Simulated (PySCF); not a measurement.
Planning a geometry optimisation on `C1=C[PH](=S)C=C1`.

Method: PBE0-D3(BJ)/def2-SVP geometry optimisation, gas phase (PySCF 2.14.0). Work: geometry optimisation from a GFN2-xTB start, density fitting. A driver script takes a list of jobs; this job's settings line and coordinates (Å) are shown.

Input:
```
{"job": {"xc": "PBE0", "basis": "def2-SVP", "d3": "d3bj", "grid": 1, "kind": "geom"}, "charge": 0, "multiplicity": 1}
S      2.536746    -0.031310     1.580503
P      1.296663    -0.261729     0.116236
C      0.341383     1.163712    -0.461589
C     -0.966741     0.892587    -0.351536
C     -1.280015    -0.443630     0.123930
C     -0.217121    -1.216771     0.387229
H      1.817732    -0.806157    -1.065469
H      0.774822     2.097014    -0.776465
H     -1.754253     1.590826    -0.588551
H     -2.304850    -0.757492     0.245308
H     -0.238941    -2.224380     0.764440
```

Hardware: AMD EPYC 9R45, one thread, shared host with 96 logical CPUs at a one-minute load of 29. PySCF's memory limit was set to 1120 MB.

The basis has 117 functions.

What wall time should be expected on this hardware?

About 15 s. The run took 8 energy-and-gradient evaluations and 50 SCF cycles, 1.9 s an evaluation on average.

Estimate the peak memory.

About 0.54 GiB. Peak memory is the resident size of the whole Python process, interpreter and libraries included.

At this speed, how long would 500 such jobs take on 32 cores, one job a core?

500/32 gives 16 rounds of 15 s, about 4.0 min of wall time and 2.1 core-hours, if the jobs don't slow each other.

The host was shared with other jobs, so the times are rough.

The run converged: final energy -894.15883 Eh after 7 steps; dipole 4.52 D.
